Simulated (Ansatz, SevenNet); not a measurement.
For zinc-blende GaSb, the machine-learned potential SevenNet-l3i5 (trained on PBE and PBE+U data) gives:

| Quantity | Result |
|---|---|
| lattice parameter a | 6.166 Å |
| formation enthalpy | -0.129 eV/atom |

Problem. What does r²SCAN-D4 (Ansatz, a first-principles code, plane waves, PAW) give for the same quantities?

Solution. 
- lattice constant a: 6.105 Å (falls by 1.0 %)
- formation enthalpy: -0.216 eV/atom (moves by -0.087 eV/atom)

For comparison: lattice constant a 6.096 Å (measured, 300 K, not corrected to a static lattice; as tabulated in Vurgaftman et al. (2001), doi:10.1063/1.1368156); formation enthalpy -0.22 eV/atom (measured, 298 K, no zero-point or thermal correction; as tabulated in Zhang et al. (2018), doi:10.1038/s41524-018-0065-z).

Changes are worked out from the printed values.

Unless a cell is named, each level is at its own relaxed cell (SevenNet-l3i5 29.31, r²SCAN-D4 28.45 Å³/atom).

Levels without +SOC leave out spin–orbit coupling, which shifts energies and cells of such heavy elements.

Ansatz's density-functional and Hartree–Fock values are scalar-relativistic unless marked +SOC, with PAW data made under PBE.
